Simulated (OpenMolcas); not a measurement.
## BH2Cl (SMILES BCl): the vertical energy of the triplet above the singlet from total energies

BH2Cl has 4 atoms, charge 0, and is taken as a singlet. As SMILES, `BCl`. The shape is that of a PBE0-D4/def2-TZVP optimisation.

```tsv
atom	x (Å)	y (Å)	z (Å)
B	-0.1167	0.0217	-0.0753
Cl	1.3650	-0.3953	0.7212
H	-1.1062	-0.5595	0.2404
H	-0.0866	0.8728	-0.9066
```

Both states at this one shape; open shells run unrestricted unless said. 1 Eh = 27.2114 eV.

| level | program | singlet BH2Cl (Eh) | triplet BH2Cl (Eh) |
| --- | --- | --- | --- |
| M06-L/def2-TZVP | OpenMolcas | -486.280878 | -486.113063 |
| B3LYP/6-31G* (Cartesian functions) | OpenMolcas | -486.269429 | -486.094184 |
| CCSD(T)/def2-TZVP, open shells restricted, 6 core orbitals frozen | OpenMolcas | -485.720320 | -485.536886 |

Problem. Work out the vertical gap, second state less first, at each level.

Solution. 
1. M06-L/def2-TZVP: -486.113063 − (-486.280878) = 0.167815 Eh = 4.57 eV.
2. B3LYP/6-31G* (Cartesian functions): -486.094184 − (-486.269429) = 0.175245 Eh = 4.77 eV.
3. CCSD(T)/def2-TZVP, open shells restricted: -485.536886 − (-485.720320) = 0.183434 Eh = 4.99 eV.

No measured value is set beside it here; the levels span 4.57 to 4.99 eV.
